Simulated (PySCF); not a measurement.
Molecule: SMILES C=CC(Cl)(Cl)Cl, C₃H₃Cl₃.

Cartesian coordinates in Å; atom numbers follow the order of the lines, from 1:
```xyz
9

C    -1.4344    0.2144   -0.1445
C    -0.2209    0.3795    0.3736
C     1.0297   -0.3132   -0.0704
Cl    0.7667   -1.4747   -1.3839
Cl    2.1989    0.9249   -0.6167
Cl    1.7315   -1.1726    1.3320
H    -1.6158   -0.4779   -0.9695
H    -2.2820    0.7763    0.2535
H    -0.0409    1.0739    1.2003
```

Geometry PBE0-D3(BJ)/def2-SVP throughout; GIAO in PySCF 2.14, gas phase, one conformer, non-relativistic; equivalent atoms averaged; functional PBE0.

(1) How do the shifts δ (against TMS, HCl at the same level) depend on the basis set? (ppm; last column core-seconds on shared hosts with different chips, so compare them loosely)

(2) Which nucleus moves most, in ppm?

(3) Taking the largest basis, pcSseg-2 (279 functions), as the yardstick, rank the others by their worst heavy-atom deviation.

Results:

(1) 
| basis set | functions | C1 | C2 | C3 | Cl4/Cl5/Cl6 | H8 | H7 | H9 | core-s |
| --- | --- | --- | --- | --- | --- | --- | --- | --- | --- |
| STO-3G | 45 | 107.9 | 107.5 | 106.0 | 188.3 | 5.89 | 5.85 | 5.79 | 3.5 |
| 6-31G | 72 | 114.9 | 137.6 | 111.8 | 433.4 | 5.78 | 6.23 | 6.56 | 6.1 |
| pcSseg-0 | 72 | 130.7 | 150.3 | 125.1 | 438.2 | 5.79 | 6.28 | 6.23 | 5.1 |
| 6-31G* | 102 | 112.1 | 135.1 | 109.2 | 416.1 | 5.32 | 5.80 | 6.26 | 8.5 |
| def2-SVP | 111 | 114.1 | 139.6 | 118.2 | 387.1 | 5.25 | 5.89 | 6.11 | 8.4 |
| cc-pVDZ | 111 | 115.2 | 141.1 | 121.1 | 415.8 | 5.33 | 5.91 | 6.11 | 9.9 |
| pcSseg-1 | 138 | 122.6 | 149.6 | 118.0 | 471.4 | 5.55 | 6.08 | 6.27 | 11 |
| aug-cc-pVDZ | 177 | 114.9 | 142.1 | 116.7 | 435.8 | 5.55 | 6.22 | 6.77 | 19 |
| 6-311+G(2d,p) | 204 | 119.2 | 148.7 | 118.1 | 471.7 | 5.46 | 6.12 | 6.72 | 22 |
| def2-TZVP | 222 | 120.0 | 149.9 | 119.4 | 469.7 | 5.44 | 6.06 | 6.62 | 27 |
| cc-pVTZ | 234 | 119.7 | 148.4 | 118.5 | 430.7 | 5.43 | 6.05 | 6.54 | 29 |
| IGLO-III | 267 | 122.6 | 153.7 | 119.9 | 471.2 | 5.40 | 6.10 | 6.62 | 31 |
| pcSseg-2 | 279 | 124.3 | 154.2 | 121.8 | 462.3 | 5.45 | 6.04 | 6.56 | 33 |

(2) Cl4/Cl5/Cl6 (chlorine bonded to C): from 188.3 ppm with STO-3G to 471.7 ppm with 6-311+G(2d,p). The smallest spread is 0.49 ppm, at H7. Proton shifts span only some 12 ppm, so a few tenths of a ppm matter as much there as several ppm in carbon.

(3) def2-TZVP 7.3 ppm (222 functions), IGLO-III 8.9 ppm (267 functions), pcSseg-1 9.1 ppm (138 functions), 6-311+G(2d,p) 9.4 ppm (204 functions), pcSseg-0 24.1 ppm (72 functions), aug-cc-pVDZ 26.5 ppm (177 functions), 6-31G 29.0 ppm (72 functions), cc-pVTZ 31.6 ppm (234 functions), 6-31G* 46.2 ppm (102 functions), cc-pVDZ 46.5 ppm (111 functions), def2-SVP 75.2 ppm (111 functions), STO-3G 274.0 ppm (45 functions).

A small basis that lands close on one nucleus may do so by chance; judge by the trend and by all nuclei.
